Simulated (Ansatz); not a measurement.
A calculation with Ansatz (development build ahead of 0.2.0).

```yaml
crystal:
  periodic: [false, false, false]
  atoms:
    - { symbol: O, position_ang: [0.0, 0.0, 0.46075] }
    - { symbol: H, position_ang: [0.0, 0.0, -0.46075] }
basis:
  gaussian: { orbitals: STO-3G }
magnetization:
  spin_polarized: true
  initial_magnetization: 1
hamiltonian:
  xc: hf
correlation:
  method: ccsd_t
  frozen_orbitals: { H: 0, O: 1 }
```

The input is written out in the form of the current development build from the run's settings.

Results

| Quantity | Value |
| --- | --- |
| Converged | yes |
| Reference energy | -74.35410 hartree |
| CCSD correlation energy | -0.02158 hartree |
| Triples correction | 0.00000 hartree |
| Total energy | -74.37569 hartree |
| Spin squared of the determinant | 0.752 |
